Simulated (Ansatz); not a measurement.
# ClH₃NSi radical: a ladder of functionals and wavefunction methods

The task here is to estimate one member of a computed series from the others.

Method: functionals in def2-TZVPP, the program's frozen cores in correlated methods; program: Ansatz 0.2.0, Gaussian basis.

Levels to be run: LDA (SPW92), PBE-D4, revPBE-D4, BLYP-D4, r2SCAN-D4, B97M-V, PBE0-D4, B3LYP-D4, r2SCANh-D4, r2SCAN0-D4, HSE06-D4, BHLYP-D4, CAM-B3LYP-D4, LC-ωPBE, ωB97X-V, ωB97M-V, B2PLYP, PBE-QIDH; CCSD(T)/def2-SVP; CCSD(T)/def2-TZVPP; MP2/def2-QZVPP; extrapolation to the limit; RPA on PBE.

## The relaxed structure

All runs share one geometry, relaxed beforehand with PBE0-D4 in a triple-zeta def2 set.

SMILES `[NH][SiH2]Cl`, 6 atoms, charge 0, spin multiplicity 2.

Atoms are counted from 1 here; the program's logs count them from 0.

Bond lengths: N1–Si2 1.739 Å, N1–H4 1.023 Å, Si2–Cl3 2.043 Å, Si2–H5 1.485 Å, Si2–H6 1.485 Å. Angles: Si2–N1–H4 112.4°, N1–Si2–Cl3 109.2°, N1–Si2–H5 110.2°, N1–Si2–H6 110.2°, Cl3–Si2–H5 108.0°, Cl3–Si2–H6 108.0°, H5–Si2–H6 111.2°.

The first run:

in.yaml reads:

```yaml
crystal:
  periodic: [false, false, false]
  atoms:
    - {symbol: N, position_ang: [-1.120663, -0.619335, -0.515820]}
    - {symbol: Si, position_ang: [0.327700, 0.083060, 0.143076]}
    - {symbol: Cl, position_ang: [1.532166, -1.405410, 0.854927]}
    - {symbol: H, position_ang: [-1.761413, 0.086832, -0.887651]}
    - {symbol: H, position_ang: [1.072885, 0.808679, -0.916527]}
    - {symbol: H, position_ang: [-0.008577, 0.982074, 1.275894]}
basis:
  gaussian: {orbitals: def2-TZVPP}
magnetization: {spin_polarized: true, initial_magnetization: 1}
hamiltonian: {xc: lda}
output: {orbitals: {seedname: orbitals}}
```

Steps of the session up to this table: LDA; PBE-D4 (GGA); revPBE-D4 (GGA); BLYP-D4 (GGA); r2SCAN-D4 (meta-GGA); B97M-V (meta-GGA); PBE0-D4 (hybrid); B3LYP-D4 (hybrid); r2SCANh-D4 (hybrid); r2SCAN0-D4 (hybrid); HSE06-D4 (hybrid); BHLYP-D4 (hybrid); CAM-B3LYP-D4 (range-separated); LC-ωPBE-D4 (range-separated; the results give it without D4); ωB97X-V (range-separated); ωB97M-V (range-separated); B2PLYP (double hybrid); PBE-QIDH (double hybrid).

One of the session's tables, all rows but one given; the rest of the session is left out.

It belongs to the step «Frontier levels by functional». 

| functional | HOMO (eV) | LUMO (eV) | gap (eV) |
| --- | --- | --- | --- |
| LDA (SPW92) | -6.95 | -5.80 | 1.15 |
| PBE-D4 | -6.92 | -5.25 | 1.67 |
| revPBE-D4 | -6.88 | -5.10 | 1.78 |
| BLYP-D4 | -6.81 | -5.22 | 1.59 |
| r2SCAN-D4 | -7.27 | -4.60 | 2.67 |
| B97M-V | -7.40 | -4.75 | 2.65 |
| PBE0-D4 | -8.43 | -3.75 | 4.68 |
| B3LYP-D4 | -8.18 | -4.23 | 3.95 |
| r2SCANh-D4 | -7.83 | -4.08 | 3.75 |
| r2SCAN0-D4 | -8.66 | -3.30 | 5.36 |
| HSE06-D4 | ? | ? | ? |
| BHLYP-D4 | -9.84 | -2.32 | 7.52 |
| CAM-B3LYP-D4 | -9.89 | -2.64 | 7.25 |
| LC-ωPBE | -11.35 | -1.14 | 10.21 |
| ωB97X-V | -10.94 | -1.59 | 9.35 |
| ωB97M-V | -10.79 | -1.68 | 9.11 |

Q: Estimate the row for HSE06-D4 from the others.

The run gave: HOMO (eV): -8.02; LUMO (eV): -4.15; gap (eV): 3.87. In the column «HOMO (eV)» it lies between B3LYP-D4 (-8.18) and r2SCANh-D4 (-7.83).
